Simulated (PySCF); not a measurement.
Run record: geometry optimisation, difluorophosphane, `FPF`.

Method: PBE0-D3(BJ)/def2-SVP geometry optimisation, gas phase (PySCF 2.14.0). Start geometry: GFN2-xTB. The input is one job of a driver script: a line of settings, then coordinates in Å.

Command:
```bash
OMP_NUM_THREADS=1 python probes_run.py task.json out
```

Input:
```
{"job": {"xc": "PBE0", "basis": "def2-SVP", "d3": "d3bj", "grid": 1, "shake": 0.01, "kind": "geom"}, "charge": 0, "multiplicity": 1}
F     -1.127650    -0.732740    -0.202640
P     -0.007690     0.071360     0.619650
F      1.206700    -0.572570    -0.214560
H     -0.033360     1.208580    -0.235460
```

Q: Estimate the output.

A: 
```
step   0  E = -541.08030503  max force = 0.015329
step   1  E = -541.07826650  max force = 0.041621
step   2  E = -541.08228657  max force = 0.018290
step   3  E = -541.08309894  max force = 0.004425
step   4  E = -541.08326233  max force = 0.000600
step   5  E = -541.08326382  max force = 0.000219
optimisation converged
```

Energies in Eh; «max force» is the largest Cartesian gradient component in Eh/bohr.

Q: Give the first gradient maximum in eV/Å.

A: With 1 Eh/bohr = 51.422 eV/Å, 0.788 eV/Å.

Q: How much energy does the optimisation release, in kJ/mol?

A: E(step 0) − E(last step) = 0.002959 Eh, which is 7.8 kJ/mol.

In short: final energy -541.08326 Eh after 5 steps; dipole 1.58 D.

Q: How long does this job take on one thread of an Arm Neoverse V1, shared host? And the peak memory of the process?

A: About 4.2 s, with 0.27 GiB resident at the peak, the Python interpreter and its libraries included.
Labels such as C1 count atoms from 1, the log's own numbers from 0.
